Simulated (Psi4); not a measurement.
# BF (SMILES [B]F): HF/aug-cc-pVDZ (density fitting with cc-pvqz-jkfit, sweep point 5)

We compute a geometry optimisation of BF. 

Program for the calculation: Psi4 1.11.

**1. The molecule**

BF: 2 atoms, total charge 0, spin state singlet. As SMILES, `[B]F`. The shape is that of a PBE0-D4/def2-TZVP optimisation. The run starts from this shape.

Bond lengths: B1–F2 1.263 Å.

**2. A geometry optimisation at HF/aug-cc-pVDZ (density fitting with cc-pvqz-jkfit, sweep point 5)**

Input file bf.dat:

```
memory 1.6 GB

molecule molecule1 {
  0 1
  B      0.00000000     0.00000000    -0.01766894
  F      0.00000000     0.00000000     2.36922523
  units au
  symmetry c1
}

set globals {
  basis aug-cc-pVDZ
  puream true
  scf_type df
  df_basis_scf cc-pvqz-jkfit
  g_convergence gau_tight
  geom_maxiter 50
}

optimize("hf")
print_variables()
```

The run is started by

```sh
psi4 bf.dat bf.out -n 1
```

**Question.** What will come out? Wanted: total energy at the end; dipole moment; HOMO energy; LUMO energy; HOMO–LUMO gap; bond length.

Answer, from the run:

Level: HF/aug-cc-pVDZ (density fitting with cc-pvqz-jkfit, sweep point 5).

| quantity | value |
| --- | --- |
| total energy at the end | -124.11504 Eh |
| dipole moment | 0.82 D |
| HOMO energy | -11.08 eV |
| LUMO energy | 1.20 eV |
| HOMO–LUMO gap | 12.28 eV |
| bond length | 1.276 Å |

At the final geometry: Bond lengths: B1–F2 1.276 Å. The optimisation took 4 steps and changed the energy by -0.004 eV.
